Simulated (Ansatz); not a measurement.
# Relaxing BeGa3

The calculation used DFT PBE, scalar-relativistic, plane waves, PAW (Ansatz 0.2.0). Cutoff 420 eV, Γ-centred k mesh, Gaussian smearing, no spin polarisation in the final step.

BeGa3 was placed on the sites of a reported Cu3Pd cell (P4/mmm, No. 123), with Be in place of Pd, Ga in place of Cu, at a guessed volume.

```
CELL_PARAMETERS angstrom
3.87647 0.00000 0.00000
0.00000 3.87647 0.00000
0.00000 0.00000 3.83663
ATOMIC_POSITIONS crystal
Be 0.00000 0.00000 0.00000
Ga 0.00000 0.50000 0.50000
Ga 0.50000 0.00000 0.50000
Ga 0.50000 0.50000 0.00000
```

Cell and atoms relax at zero pressure; the relaxation can't lower the symmetry of the start. After a coarse first stage the cell is made exact in the group found at 0.06 Å.

Formation energies are uncorrected and refer to the elements' standard structures at the same level.

(1) Describe the relaxed structure.

(2) What are its volume, energy, density and gap?

Results:

(1) It ends in Pm-3m (No. 221). The result has the Cu3Au (L1_2) structure. Conventional cell: a = 3.982 Å. Around Be lie 12 Ga at 2.82 Å; around Ga lie 4 Be at 2.82 Å and 8 Ga at 2.82 Å.

Space group Pm-3m (No. 221). a = 3.982 Å, b = 3.982 Å, c = 3.982 Å, α = 90.00°, β = 90.00°, γ = 90.00°
```
atom site symmetry x y z
  Be    1a m-3m  0.0000  0.0000  0.0000
  Ga    3c    4/mm.m  0.0000  0.5000  0.5000
```

(2) The volume per atom is 15.78 Å³. The density is 5.74 g/cm³, the energy over the elements is 0.27 eV/atom and the gap on the 12×12×12 mesh is 0 eV (a metal).

The final run used a 12×12×12 mesh on its 4-atom cell and 0.10 eV smearing. For metals, differences of a few meV/atom aren't resolved. Symmetry constrained the relaxation, so the result can be a saddle point.

Cost: 4 runs of about 2.1 core-minutes in all, on AMD EPYC 7B13 (Zen 3) (shared hosts).